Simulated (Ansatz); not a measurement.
Relaxation of BClFH3 (6 atoms, charge 0, multiplicity 1), to a largest force component of 0.03 eV/Å in at most 50 steps.

All numbers below come from RKS r2SCAN-D4/def2-SVP in Ansatz 0.2.0.

```xyz
6
Properties=species:S:1:pos:R:3
B -0.007 0.263 -0.032
F -0.008 0.435 1.285
H 1.062 0.253 -0.591
H -1.077 0.195 -0.585
Cl 0.096 -2.637 0.935
H 0.071 -1.624 1.799
```

Question: Where does it end, and by what steps?

Answer: It converged. After 8 steps the energy has fallen by 0.045 eV; H6 moved furthest, 0.24 Å.

| step | energy less start (eV) | largest force component (eV/Å) | accepted |
| --- | --- | --- | --- |
| 0 | 0.0000 | 0.976 | yes |
| 1 | -0.0225 | 0.635 | yes |
| 2 | 0.0035 | 1.079 | no |
| 3 | -0.0266 | 0.745 | yes |
| 4 | -0.0434 | 0.085 | yes |
| 5 | -0.0439 | 0.174 | yes |
| 6 | -0.0445 | 0.102 | yes |
| 7 | -0.0449 | 0.037 | yes |
| 8 | -0.0451 | 0.005 | yes |

```xyz
6
Properties=species:S:1:pos:R:3
B -0.006 0.264 -0.035
F -0.011 0.599 1.254
H 1.063 0.208 -0.593
H -1.074 0.140 -0.583
Cl 0.089 -2.500 0.835
H 0.075 -1.826 1.934
```

The run took 26 s on 1 thread of Arm Neoverse V1, on a shared host, peak memory 0.13 GiB.
